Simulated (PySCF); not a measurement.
Compound: H7NSi2.
SMILES: `[SiH3]N[SiH3]`

Method: MP2 and CCSD/aug-cc-pVDZ in PySCF, restricted Hartree–Fock reference, frozen core, non-relativistic, gas phase, PBE0-D3(BJ)/def2-SVP geometry.

E(HF) = -636.42634 Eh.

Question: How large is the problem?

Answer: 140 basis functions and 42 electrons; 11 orbitals frozen, which leaves o = 10 correlated occupied and v = 119 virtual orbitals. That is o·v = 1190 singles and o·v(o·v + 1)/2 = 708645 distinct closed-shell doubles amplitudes before symmetry; the costliest CCSD step grows as o²v⁴ = 2.0 × 10^10.

Question: What are the MP2 and CCSD correlation energies?

Answer: MP2 -0.4021 Eh and CCSD -0.4561 Eh, which gives totals of -636.82841 and -636.88240 Eh. That is 0.620 eV for each correlated electron at CCSD (1197 kJ/mol in all, 0.072 % of the total energy); MP2 gives 88.2 % of the CCSD value.

Question: What is the T1 diagnostic?

Answer: 0.0113, below the customary warning level of 0.02. It is the norm of the spatial-orbital singles amplitudes over the root of the number of correlated electrons, so the norm is 0.051.

Question: How does correlation change the dipole moment?

Answer: HF gives 0.89 D and CCSD (unrelaxed density) 0.86 D, a change of -0.03 D.

Connected triples and the basis-set limit are missing.

The job also held the EOM ionisation roots. Time: 1.8 min wall; peak memory 2.5 GiB. Hardware: one thread of an Arm Neoverse V1, shared host with 32 logical CPUs at a one-minute load of 11.
